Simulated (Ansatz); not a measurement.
**[AlH2···H···SiH3], doublet: transfer scan**

Starting geometry:

```xyz
8

Al   -1.9932    0.0000    0.0000
H    -2.7862    1.3734    0.0000
H    -2.7862   -1.3734    0.0000
H    -0.4074    0.0000    0.0000
Si    1.8788    0.0000    0.0000
H     2.3287   -1.4163    0.0000
H     2.3287    0.7081   -1.2265
H     2.3287    0.7081    1.2265
```

From there H4 is moved from one fragment to the other while all else, the fragments' distance too, stays fixed, so the hump isn't the reaction's barrier; atoms are numbered as listed. Energies are in eV, counted from the starting geometry at the same level.

Basis cc-pVDZ; Ansatz 0.2.0. Correlated methods freeze the noble-gas cores. R marks a restricted (for open shells ROHF) determinant, U an unrestricted one. Active spaces: frontier = (9e, 9o) about the gap.

Runs in a small pair space aren't shown, since their orbitals change along the scan.

Full CI isn't at hand for all of this; UCCSDT(Q) serves as the reference, and is uncertain by about the last step of the cluster series. The frozen core follows each run's orbitals, which can shift R against U totals by a few meV.

```
distance Al1-H4 (Å)  UCCSDT(Q)  error UHF  error RMP2  error BCCD(T)  error RCCSDT  error UCCSDT  error NEVPT2 (frontier space)
              1.586      0.000      0.000       0.000          0.000         0.000         0.000                          0.000
              1.707      0.050      0.051       0.011          0.002         0.001         0.001                         -0.007
              1.948      0.170      0.134       0.016          0.006         0.002         0.002                         -0.014
              2.190     -0.087      0.083       0.020          0.004         0.001         0.001                         -0.001
              2.432     -0.261     -0.016      -0.007          0.000         0.000         0.000                          0.013
```

Errors are those of relative energies. In total energy the starting point itself misses UCCSDT(Q) by: UHF 6.359, RMP2 1.533, BCCD(T) 0.033, RCCSDT 0.003, UCCSDT 0.003, NEVPT2 (frontier space) 1.459 eV.

Spread of the error over the points with a reference, to 2.432 Å (largest less smallest): UCCSDT 0.002, RCCSDT 0.002, BCCD(T) 0.006, RMP2 0.027, NEVPT2 (frontier space) 0.028, UHF 0.150 eV.
